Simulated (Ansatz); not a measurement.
```yaml
crystal:
  periodic: [false, false, false]
  atoms:
    - {symbol: Al, position_ang: [0.000000, 0.000000, 0.000000]}
    - {symbol: O, position_ang: [0.000000, 0.000000, -1.595054]}
    - {symbol: O, position_ang: [0.000000, 0.000000, 1.595054]}
basis:
  gaussian: {orbitals: def2-TZVP}
magnetization: {spin_polarized: true, initial_magnetization: 1}
hamiltonian: {xc: pbe0}
relax: {f_tol: 0.004, max_steps: 80}
```

```sh
$ ansatz run in.yaml --threads 1 --pin off --events-out ev --progress --plain --max-ram 2176MiB
```

Steps of the relaxation (energy above the last step; positions in Å, forces in eV/Å):

```
3
step 1, 103.9 meV
Al    0.000    0.000    0.000    0.000    0.000    0.000
O     0.000    0.000   -1.595    0.000    0.000   -2.135
O     0.000    0.000    1.595    0.000    0.000    2.135
```

```
3
step 2, 26.9 meV
Al    0.000    0.000    0.000    0.000    0.000    0.000
O     0.000    0.000   -1.619    0.000    0.000   -1.041
O     0.000    0.000    1.619    0.000    0.000    1.041
```

```
3
step 3, 0.0 meV
Al    0.000    0.000    0.000    0.000    0.000    0.000
O     0.000    0.000   -1.647    0.000    0.000    0.032
O     0.000    0.000    1.647    0.000    0.000   -0.032
```

```
3
step 4, 0.0 meV
Al    0.000    0.000    0.000    0.000    0.000    0.000
O     0.000    0.000   -1.646    0.000    0.000    0.000
O     0.000    0.000    1.646    0.000    0.000    0.000
```

Close pairs at the end: Al1–O2 1.646 Å, Al1–O3 1.646 Å.

A stationary point of unrestricted PBE0 after 4 steps, with ⟨S²⟩ = 0.799 against 0.75 for a pure state; no frequencies were run, so it isn't proven a minimum. 19 s on 1 thread of Arm Neoverse V1, shared host.
